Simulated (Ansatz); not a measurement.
Relaxing Sr3Re

Method: Ansatz, DFT PBE, scalar-relativistic, plane waves, PAW. Cutoff 420 eV, Γ-centred k mesh, Gaussian smearing, no spin polarisation in the final step.

The start puts Sr3Re on the Cu3Au (L1_2) structure type (Pm-3m, No. 221), with Re in place of Au, Sr in place of Cu, at a guessed volume.

```
CELL_PARAMETERS angstrom
4.78527 0.00000 0.00000
0.00000 4.78527 0.00000
0.00000 0.00000 4.78527
ATOMIC_POSITIONS crystal
Sr 0.00000 0.50000 0.50000
Sr 0.50000 0.00000 0.50000
Sr 0.50000 0.50000 0.00000
Re 0.00000 0.00000 0.00000
```

Cell and atoms relax at zero pressure; the relaxation can't lower the symmetry of the start. After a coarse first stage the cell is made exact in the group found at 0.06 Å.

Energies over the elements count from the elements' standard structures at the same level, with no empirical corrections.

Question: Describe the relaxed structure.

Answer: It keeps Pm-3m (No. 221). The result has the Cu3Au (L1_2) structure. Conventional cell: a = 5.062 Å. Around Sr lie 4 Re at 3.58 Å and 8 Sr at 3.58 Å; Re is coordinated by 12 Sr at 3.58 Å.

```
Sr Re
1.0
     5.06169    0.00000    0.00000
     0.00000    5.06169    0.00000
     0.00000    0.00000    5.06169
Sr Re
3 1
Direct
  0.00000 0.50000 0.50000
  0.50000 0.00000 0.50000
  0.50000 0.50000 0.00000
  0.00000 0.00000 0.00000
```

Question: What are its volume, energy, density and gap?

Answer: The volume per atom is 32.42 Å³, the density is 5.75 g/cm³ and the energy over the elements is 1.04 eV/atom. The gap on the 10×10×10 mesh is 0 eV (a metal).

The final run used a 10×10×10 mesh on its 4-atom cell and 0.10 eV smearing. For metals, differences of a few meV/atom aren't resolved. Spin–orbit coupling is left out. Symmetry constrained the relaxation, so the result can be a saddle point.

Cost: 3 runs of about 0.7 core-minutes in all, on Arm Neoverse V2 (shared hosts).